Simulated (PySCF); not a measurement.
## Core-level binding energies of `CCC(C)=S`

Compound: C4H8S.
Bonds: C1–C2, C2–C3, C3–C4, C3–S5 (double). Hydrogens: H6, H7, H8 on C1; H9, H10 on C2; H11, H12, H13 on C4.

Level of theory: PySCF 2.14.0, delta-SCF UKS SCAN, pcX-2 on the ionised atom, pcseg-1 elsewhere, spin-free X2C. Binding energies are ΔSCF values: E(core-ionised, relaxed orbitals) − E(ground state) at a fixed geometry, referred to the vacuum level.

**Question.** Give the core binding energies atom by atom.

**Answer.** 
| atom(s) | bonded to | level | binding energy (eV) | above the level's lowest (eV) | count |
| --- | --- | --- | --- | --- | --- |
| S5 | C (double bond) | S 1s | 2476.12 | 0.00 | 1 |
| C4 | C and 3 H | C 1s | 291.09 | +0.10 | 1 |
| C2 | 2 C and 2 H | C 1s | 291.01 | +0.02 | 1 |
| C1 | C and 3 H | C 1s | 290.99 | 0.00 | 1 |

The 3 C 1s values lie within 0.10 eV of each other; Gaussian lines of 0.5 eV full width would blend them into one maximum.

**Question.** Which effective nuclear charge Zeff reproduces each element's mean 1s value in the hydrogen-like formula E = 13.606 eV × Zeff²?

**Answer.** C (Z = 6): mean 291.0 eV, Zeff = 4.62, Z − Zeff = 1.38; S (Z = 16): mean 2476.1 eV, Zeff = 13.49, Z − Zeff = 2.51. Means run over the listed sites, weighted by atom count.

**Question.** Which photon wavelength matches the S 1s of S5 threshold?

**Answer.** λ = hc/E = 12398.42 eV Å / 2476.12 eV = 5.007 Å.

The list is incomplete; no value stands for C 1s of C3 (hole states with ⟨S²⟩ of 1 or more are left out). Isolated species at its PBE0-D3(BJ)/def2-SVP geometry (one conformer only).

Hardware: one thread of an x86-64 server (shared host). Cost: 39 s.

Shape of the structure used: `[CH3:1][CH2:2][C:3]([CH3:4])=[S:5]`: C1–C2–C3–C4 67°.
